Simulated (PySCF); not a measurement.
# Name the molecule from its bond curve

A diatomic of charge 0 contains N. Its triplet curve at UHF in a double-zeta basis (no relativity, PySCF), in eV from the separated fragments:

| R (Å) | E (eV) |
| --- | --- |
| 0.905 | -1.627 |
| 0.947 | -1.892 |
| 0.989 | -2.031 |
| 1.020 | -2.070 |
| 1.052 | -2.064 |
| 1.084 | -2.021 |
| 1.126 | -1.920 |
| 1.178 | -1.739 |
| 1.241 | -1.472 |
| 1.325 | -1.084 |

The fit gives ωe = 3479 cm⁻¹ and the rotational constant Bₑ = 16.86 cm⁻¹.

Problem. Which atom is the partner?

Solution. The minimum lies at 1.031 Å, so the reduced mass is 16.8576 u Å² cm⁻¹/(Bₑ·Re²) = 0.9406 u. With N at 14.00 u the partner weighs about 1.0 u: H. The molecule is NH.

The state is the lowest determinant that a PBE0 search found; another state may lie lower at other levels.
